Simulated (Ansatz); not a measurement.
# Al, quartet: from triple and quadruple zeta to the limit

A free Al atom.

Ansatz 0.2.0, UHF determinant, valence electrons correlated. Energies in eV.

```json
{"set": "def2-TZVPPD", "X": "3", "functions": "48", "Hartree–Fock": "-6579.3304", "MP2 correlation": "-0.2461", "CCSD(T) correlation": "-0.3922", "time": "2.2 s on 1 × NVIDIA H100 80GB HBM3 with 1 thread of AMD EPYC 7R13 Processor (Zen 3) (shared host)"}
{"set": "def2-QZVPPD", "X": "4", "functions": "76", "Hartree–Fock": "-6579.5214", "MP2 correlation": "-0.2603", "CCSD(T) correlation": "-0.4064", "time": "1.8 s on 1 × NVIDIA H100 80GB HBM3 with 1 thread of AMD EPYC 7R13 Processor (Zen 3), with other jobs on the host"}
```

Hartree–Fock is taken to follow E(X) = E∞ + A·exp(−7.88·√X), correlation E(X) = E∞ + B·X^−2.97.

Cautions: another spin lies lower.

**Question.** Work out the CCSD(T) energy at the limit, and how far the shortcut misses it that extrapolates MP2 and adds CCSD(T) minus MP2 from the smaller set.

**Answer.** Hartree–Fock: E∞ = E4 + 0.1377·(E4 − E3) = -6579.5477. Correlation: E∞ = E4 + 0.7407·(E4 − E3) = -0.4170 for CCSD(T) and -0.2709 for MP2. The limit is -6579.9648 eV, 0.037 eV below def2-QZVPPD. The shortcut gives a correlation energy of -0.2709 + (-0.1461) = -0.4170, 0 meV lower than the direct value.

Past Ne part of the Hartree–Fock step between the two sets comes from the cores, which don't follow the formula, so the 26 meV that it adds to the total can overshoot; that part largely cancels in differences.
